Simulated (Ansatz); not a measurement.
A run of Ansatz (development build ahead of 0.2.0) on triplet O2 at this shape:

```yaml
atoms:
  - { symbol: O, position_ang: [0.0000, 0.0000, -0.5466] }
  - { symbol: O, position_ang: [0.0000, 0.0000, 0.5466] }
```

Its results:

```json
{"Converged": "yes", "Total energy": "-149.62127 hartree", "Spin squared of the determinant": "2.026"}
```

Problem. Which input gives this output? Name the method, the orbitals and the basis set, and write the input.

Solution. UHF in cc-pVDZ.

```yaml
crystal:
  periodic: [false, false, false]
  atoms:
    - { symbol: O, position_ang: [0.0, 0.0, -0.54661] }
    - { symbol: O, position_ang: [0.0, 0.0, 0.54661] }
basis:
  gaussian: { orbitals: cc-pVDZ }
magnetization:
  spin_polarized: true
  initial_magnetization: 2
hamiltonian:
  xc: hf
```
